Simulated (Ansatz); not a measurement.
# Au–CH₃, Au–SiH3: atomization energies

Ansatz 0.2.0, basis def2-SVP; geometries are PBE0/def2-TZVP minima. Wave-function levels freeze the cores, and the metals' outer-core s and p shells; HF, MP2 and coupled cluster are restricted for singlets and unrestricted otherwise, atoms included. The reference is CCSDT(Q) (coupled cluster only where its series has nearly closed). An error is the level's value less the reference. None of these values is a measured one. Energies are electronic, without zero-point terms. No spin–orbit coupling; scalar relativity only by core potentials past Kr. The set is small: it underbinds, by tens of kJ/mol for each bond, so near ties and functionals' places can change in larger sets. The species are chosen: bound, without strong static correlation by their natural occupations or amplitudes, in their lowest spin state as far as vertical gaps and like structures tell, and with a ladder that closes on the reference, so errors are smaller than for species at large; levels whose determinant breaks symmetry or spin markedly are left out.

| species | bonds (Å) | quantity | symmetry of the states | reference | value (kcal/mol) | error HF | error MP2 | error CCSD | error CCSD(T) | error CCSDT |
| --- | --- | --- | --- | --- | --- | --- | --- | --- | --- | --- |
| Au–CH3, singlet | C–Au 2.011, C–H 1.089, angles at C 108/111° | atomization | – | CCSDT(Q) | 349.6 | -87.3 | 1.7 | -4.6 | -0.2 | -0.3 |
| Au–SiH3, singlet | Si–Au 2.289, Si–H 1.487, angles at Si 109/110° | atomization | – | CCSDT(Q) | 282.2 | -67.5 | -2.0 | -3.4 | -0.2 | -0.2 |

The reference falls from C to Si, by 67.4 kcal/mol in all.
